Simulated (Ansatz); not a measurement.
# C2HSi: the cost of one run

Method: cc-pVTZ, core rule «outside noble gas», up to 7 orbitals frozen; program: Ansatz 0.2.0, Gaussian basis.

The runs, in order: UHF; CCSD(T) on ROHF; CCSD(T) on UHF; BCCD(T) on ROHF; CCSDT(Q) on ROHF; CCSDT(Q) on UHF.

5 further runs of the same task are left out: 5 set aside as unsound or not needed.

## (1) What is computed

The geometry is a PBE0/def2-TZVP stationary point (not a proven minimum).

4 atoms, charge 0, spin multiplicity 2.

Atoms are counted from 1 here; the program's logs count them from 0.

Bond lengths: C1–Si2 1.809 Å, Si2–C3 1.662 Å, C3–H4 1.076 Å. Angles: C1–Si2–C3 147.7°, Si2–C3–H4 159.6°.

## (2) UHF

File in.yaml:

```yaml
crystal:
  periodic: [false, false, false]
  atoms:
    - {symbol: C, position_ang: [-0.012455, -0.277117, 1.755797]}
    - {symbol: Si, position_ang: [-0.004451, 0.227208, 0.018184]}
    - {symbol: C, position_ang: [0.039031, -0.233056, -1.577710]}
    - {symbol: H, position_ang: [-0.192654, -0.251725, -2.628772]}
basis:
  gaussian: {orbitals: cc-pVTZ}
magnetization: {spin_polarized: true, initial_magnetization: 1}
hamiltonian: {xc: hf}
output: {orbitals: {seedname: orbitals}}
```

Run with:

```sh
$ ansatz run in.yaml --threads 1 --pin off --events-out ev --progress --plain --max-ram 4096MiB --backend cpu
```

Q: Estimate wall time and peak memory on 1 thread of AMD EPYC 7R13, shared host.

About 17 s, with a peak of 0.25 GiB.
